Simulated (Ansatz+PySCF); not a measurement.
## doublet HS₂: levels of theory in one basis

```xyz
3

S     0.0000    0.1873   -1.4368
S     0.0000   -0.6335    0.3076
H     0.0000    0.4462    1.1291
```

Basis set: cc-pVTZ on H; cc-pV(T+d)Z on S (spherical functions). Correlated methods keep 10 orbitals frozen. Correlation on ROHF uses semicanonical orbitals with singles. Charge 0, multiplicity 2.

Computed with Ansatz (development build ahead of 0.2.0) and PySCF 2.14.0; each method stands on the lowest determinant of its kind that the runs found.

```json
{"method": "ROHF", "E − E(ROHF) (eV)": "0.00", "<S²> of the determinant": "0.75"}
{"method": "UHF", "E − E(ROHF) (eV)": "-0.19", "<S²> of the determinant": "0.77"}
{"method": "ROHF-MP2", "E − E(ROHF) (eV)": "-9.15", "<S²> of the determinant": "–"}
{"method": "UHF-MP2", "E − E(ROHF) (eV)": "-9.11", "<S²> of the determinant": "0.77"}
```

(1) What does ROHF-CCSD(T) give on the same scale?

## Answers

(1) -10.57 eV.
